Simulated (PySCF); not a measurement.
Predicted microwave data (PBE0/def2-SVPD in PySCF (dipole) on a GFN2-xTB geometry, gas phase) for one isomer of C3H4ClNO:

```
Rotational constants : A = 4710, B = 2452, C = 1612 MHz
Dipole components    : |μa| = 1.66 D, |μb| = 1.46 D, |μc| = 0.00 D
Inertial defect      : 0.00 u·Å²
κ                    : -0.46
```

Question: Which candidate fits, each taken in the one conformer that was computed?
A. `[CH2:1]=[C:2]([Cl:3])[C:4]([NH2:5])=[O:6]` with C1–C2–C4–N5 180°, C2–C4–N5–H 180° and 0°
B. `[NH2:1][C:2](=[O:3])/[CH:4]=[CH:5]/[Cl:6]` with H–N1–C2–O3 0° and 180°, N1–C2–C4–C5 180°

Answer: A. It is C=C(Cl)C(N)=O, an asymmetric top, point group Cs. The candidates at the same level (rigid rotor, commonest isotopes):

```csv
SMILES,A (MHz),B (MHz),C (MHz),μa (D),μb (D),μc (D),Δ (u·Å²),point group,rotor
C=C(Cl)C(N)=O,4710,2452,1612,1.66,1.46,0.00,0.00,Cs,asymmetric top
NC(=O)/C=C/Cl,10255,1222,1092,0.87,3.41,0.00,0.00,Cs,near-prolate asymmetric top
```

`NC(=O)/C=C/Cl` has A 118 % too high. In the right answer the mirror of this Cs structure is the ab plane, so μc vanishes by symmetry (the 0.01 D computed is a residue). No structure here is proved a minimum.
